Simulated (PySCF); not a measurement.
Species, as SMILES: ClCl (Cl2).
Geometry (B3LYP-D3(BJ)/def2-TZVP, fixed):
```
Cl
Cl 1 2.0135
```
Charge 0, spin multiplicity 1.

Basis-set convergence of the mean static polarisability at PBE0 with PySCF. All functions are spherical. Density fitting with generated auxiliary sets. No added dispersion term, no relativity. Reference: the value in aug-pcseg-3, 31.14 bohr³, itself unsure by roughly 0.7 % (its mean distance from aug-cc-pV(Q+d)Z, aug-pcseg-2, aug-cc-pV(T+d)Z). Deviations are taken from unrounded values. Cost is core time over that of aug-pcseg-2, rough, on shared machines of one kind; a dash marks a row that isn't timed (too short, read off another run, short of memory, by another algorithm or on other hardware).

```json
[
 {"basis": "def2-SVP", "functions": "36", "cost": "-"},
 {"basis": "cc-pV(D+d)Z", "functions": "46", "cost": "-"},
 {"basis": "aug-pcseg-1", "functions": "54", "cost": "-"},
 {"basis": "def2-TZVP", "functions": "74", "cost": "0.6×"},
 {"basis": "cc-pV(T+d)Z", "functions": "78", "cost": "0.7×"},
 {"basis": "def2-TZVPP", "functions": "84", "cost": "0.7×"},
 {"basis": "aug-pcseg-2", "functions": "100", "cost": "1×"},
 {"basis": "cc-pV(Q+d)Z", "functions": "128", "cost": "2×"},
 {"basis": "def2-QZVPP", "functions": "140", "cost": "2×"},
 {"basis": "aug-pcseg-3", "functions": "178", "cost": "4×"},
 {"basis": "cc-pV(5+d)Z", "functions": "200", "cost": "4×"}
]
```

Problem. Which is the smallest set listed that can be trusted to 5 % here, that is, within that of the reference together with its larger relatives (same family, alike in diffuse functions; a set with none to test it counts only in the reference's own line)?

Solution. The smallest set listed that lies within 5 % of the reference with all its larger relatives (same family, alike in diffuse functions; a set with none counts only in the reference's own line) is aug-pcseg-1 (54 functions, -0.9 % off). Value minus reference over the reference: def2-SVP -44.2, cc-pV(D+d)Z -42.6, aug-pcseg-1 -0.9, def2-TZVP -27.0, cc-pV(T+d)Z -25.4, def2-TZVPP -26.6, aug-pcseg-2 -0.8, cc-pV(Q+d)Z -13.2, def2-QZVPP -12.5, aug-pcseg-3 0.0, cc-pV(5+d)Z -9.8 %.
